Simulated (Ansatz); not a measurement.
`C/N=C(\C)NC` and `C/N=C(\C)N` differ in one atom or group.

Ansatz, PBE0-D4/def2-TZVP geometries, multiplicity 1. Each molecule was computed in one conformer, which needn't be the lowest.

```tsv
property	`C/N=C(\C)NC`
HOMO energy (PBE0/def2-TZVPP) / eV	-6.15
HOMO–LUMO gap (PBE0/def2-TZVPP) / eV	7.18
HOMO–LUMO gap (B3LYP/def2-TZVPP) / eV	6.64
size of the dipole moment (B3LYP/def2-TZVPP) / D	2.48
HOMO–LUMO gap (ωB97M-V/def2-TZVPP) / eV	10.82
size of the dipole moment (ωB97M-V/def2-TZVPP) / D	2.51
```

Question: Give the same properties after the change, and the shifts. (Estimate.)

Answer: Computed: 
| property | `C/N=C(\C)N` | shift |
| --- | --- | --- |
| HOMO energy (PBE0/def2-TZVPP) / eV | -6.46 | -0.31 |
| HOMO–LUMO gap (PBE0/def2-TZVPP) / eV | 7.39 | 0.21 |
| HOMO–LUMO gap (B3LYP/def2-TZVPP) / eV | 6.87 | 0.23 |
| size of the dipole moment (B3LYP/def2-TZVPP) / D | 2.46 | -0.02 |
| HOMO–LUMO gap (ωB97M-V/def2-TZVPP) / eV | 11.12 | 0.30 |
| size of the dipole moment (ωB97M-V/def2-TZVPP) / D | 2.49 | -0.02 |

With PBE0 the HOMO falls by 0.31 eV and the LUMO falls by 0.09 eV, so the gap widens by about 0.22 eV. PBE moves the HOMO by -0.27 eV and ωB97M-V by -0.32 eV. Dipoles are sizes alone; their direction can turn.

Positive LUMOs are unbound, so they and the gaps depend on the basis.

B3LYP here is the variant with VWN-RPA as its local correlation; programs differ in this.
